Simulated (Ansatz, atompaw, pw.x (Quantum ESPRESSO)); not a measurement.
**From atom to crystal: PAW (atompaw) potential for Mo**

molybdenum (Mo), PAW, made with atompaw 4.2.0.5 (LDA (PW92), scalar-relativistic). Core [Kr], reference 4d5 5s1 5p0. Waves: 5s (bound): rc 3.00 bohr; 5s channel at 0.2 Ry: rc 3.00 bohr; 5p (bound, empty): rc 3.00 bohr; 5p channel at 0.5 Ry: rc 3.00 bohr; 4d (bound): rc 1.85 bohr; 4d channel at 1.8 Ry: rc 3.00 bohr. Local part: bessel scheme, radius 2.95 bohr. Core correction: smooth core density matched at 1.65 bohr. Augmentation charge: sinc compensation charge, radius 2.75 bohr; PAW radius 3.00 bohr; waves and projectors: custom polynom2 7 10 vanderbiltortho.

Crystal test: bcc Mo in pw.x 7.5, no spin, 15³ k-points, Fermi–Dirac smearing 0.01 Ry, cutoffs 40/400 Ry. The reference is all-electron LAPW (Ansatz 0.2.0) with the same functional, mesh and smearing; V0 and B0 come from Birch–Murnaghan fits to the pressures at five volumes. Errors are pseudo minus all-electron; Δ is the rms difference of the E(V) curves that follow from these fits, minima aligned, over ±6 % about the mean V0. Mesh and smearing are coarse, so the numbers serve the comparison and aren't converged zero-temperature values; the lattice is a test structure that the element need not adopt.

All-electron: a0 = 3.113 Å (V0 = 15.08 Å³/atom), B0 = 291.6 GPa.

Problem. How far does the potential miss the all-electron equation of state?

Solution. mean pressure error (GPa): +12.73; a0 (Å): 3.151; a0 error (%): +1.24; B0 error (%): +5.1; Δ (meV/atom): 38.0. The largest radius (3.00 bohr) exceeds half the bond length (2.55 bohr), so the spheres overlap, which is one possible source of error among others. This is a poor potential for the solid.

| V (Å³/atom) | P all-electron (GPa) | P pseudo (GPa) |
| --- | --- | --- |
| 14.314 | 16.92 | 33.60 |
| 14.690 | 8.05 | 22.41 |
| 15.067 | 0.24 | 12.66 |
| 15.444 | -6.63 | 4.15 |
| 15.820 | -12.67 | -3.27 |

Problem. At the middle volume, how do free energy and pressure move when the wave cutoff is lowered (ecutrho held at 400 Ry)?

Solution.

| cutoff (Ry) | shift of F (meV/atom) | shift of P (GPa) |
| --- | --- | --- |
| 18 | +667.3 | -39.41 |
| 24 | +17.3 | -2.12 |
| 32 | +2.2 | -0.11 |

Input at the middle volume:

```
&control
  calculation='scf', prefix='x', pseudo_dir='./', outdir='./tmp', tstress=.true., disk_io='low'
/
&system
  ibrav=0, nat=1, ntyp=1, ecutwfc=40, ecutrho=400, nbnd=10,
  occupations='smearing', smearing='fd', degauss=0.01
/
&electrons
  conv_thr=1e-09, mixing_beta=0.4, electron_maxstep=70
/
ATOMIC_SPECIES
Mo 1.0 Mo.UPF
CELL_PARAMETERS angstrom
  -1.55592598 1.55592598 1.55592598
  1.55592598 -1.55592598 1.55592598
  1.55592598 1.55592598 -1.55592598
ATOMIC_POSITIONS crystal
Mo 0.0000 0.0000 0.0000
K_POINTS automatic
15 15 15 0 0 0
```

```bash
pw.x < Mo.scf.in > Mo.scf.out
```

Lines of the output:

```
Message from routine setup:
     using ibrav=0 with symmetry is DISCOURAGED, use correct ibrav instead
     lattice parameter (alat)  =       5.0927  a.u.
     unit-cell volume          =     101.6772 (a.u.)^3
     number of electrons       =         6.00
     number of Kohn-Sham states=           10
     kinetic-energy cutoff     =      40.0000  Ry
     charge density cutoff     =     400.0000  Ry
     scf convergence threshold =      1.0E-09
     Exchange-correlation= SLA PW NOGX NOGC
     number of k points=   120  Fermi-Dirac smearing, width (Ry)=  0.0100
     iteration #  1     ecut=    40.00 Ry     beta= 0.40
     total energy              =    -248.59522756 Ry
     estimated scf accuracy    <       0.13049321 Ry
     iteration #  2     ecut=    40.00 Ry     beta= 0.40
     total energy              =    -248.59170551 Ry
     estimated scf accuracy    <       0.02098285 Ry
     iteration #  3     ecut=    40.00 Ry     beta= 0.40
     negative rho (up, down):  1.269E-04 0.000E+00
     total energy              =    -248.59317570 Ry
     estimated scf accuracy    <       0.00016097 Ry
     iteration #  4     ecut=    40.00 Ry     beta= 0.40
     negative rho (up, down):  2.273E-04 0.000E+00
     total energy              =    -248.59327225 Ry
     estimated scf accuracy    <       0.00000344 Ry
     iteration #  5     ecut=    40.00 Ry     beta= 0.40
     negative rho (up, down):  1.983E-04 0.000E+00
     total energy              =    -248.59327211 Ry
     estimated scf accuracy    <       0.00000280 Ry
     iteration #  6     ecut=    40.00 Ry     beta= 0.40
     negative rho (up, down):  1.976E-04 0.000E+00
     the Fermi energy is    15.2525 ev
!    total energy              =    -248.59327234 Ry
     estimated scf accuracy    <          2.8E-10 Ry
     smearing contrib. (-TS)   =      -0.00289135 Ry
     The total energy is F=E-TS. E is the sum of the following terms:
     one-electron contribution =      11.98414535 Ry
     hartree contribution      =       0.22583525 Ry
     xc contribution           =     -13.90142671 Ry
     ewald contribution        =     -22.27894499 Ry
     one-center paw contrib.   =    -224.61998989 Ry
     convergence has been achieved in   6 iterations
     negative rho (up, down):  1.976E-04 0.000E+00
          total   stress  (Ry/bohr**3)                   (kbar)     P=      126.64
```

The run at the middle volume (120 k-points, 6 iterations) took about 5.9 s on one core of a shared host (AMD EPYC 9R45 96-Core Processor, 96 threads, 376 GiB, load 62).
